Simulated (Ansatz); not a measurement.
Geometry optimisation, UKS PBE/def2-SVP (Ansatz 0.2.0).

Input file:

```yaml
crystal:
  periodic: [false, false, false]
  atoms:
    - { symbol: C, position_ang: [-0.06649, -0.27143, -0.23689] }
    - { symbol: "N", position_ang: [-0.27609, 0.41603, 0.95763] }
    - { symbol: H, position_ang: [-0.25782, 0.36615, -1.11783] }
    - { symbol: H, position_ang: [-0.72309, -1.14201, -0.27324] }
    - { symbol: H, position_ang: [0.9823, -0.59295, -0.35893] }
    - { symbol: H, position_ang: [0.34119, 1.22421, 1.02926] }
magnetization:
  spin_polarized: true
  initial_magnetization: 1
basis:
  gaussian: { orbitals: def2-SVP }
hamiltonian:
  xc: pbe
relax:
  f_tol: 0.02
  max_steps: 40
```

Run as:

```bash
$ ansatz run input.yaml --threads 1 --pin off --max-ram 2048MiB --backend cpu --events-out ev --progress --plain --runs-dir out
```

Problem. Where does it end, and by what steps?

Solution. The forces met the threshold. After 4 steps the energy has fallen by 0.073 eV; N2 moved furthest, 0.05 Å.

```csv
step,energy less start (eV),largest force component (eV/Å),accepted
0,0.0000,1.406,yes
1,-0.0605,0.625,yes
2,-0.0727,0.161,yes
3,-0.0732,0.046,yes
4,-0.0732,0.006,yes
```

```xyz
6
Properties=species:S:1:pos:R:3
C -0.072 -0.270 -0.225
N -0.294 0.424 1.009
H -0.265 0.378 -1.120
H -0.721 -1.167 -0.310
H 0.991 -0.601 -0.350
H 0.361 1.235 0.997
```

Time of the run: 6.2 s on 1 thread of Arm Neoverse V2 (shared host), peak memory 0.11 GiB.
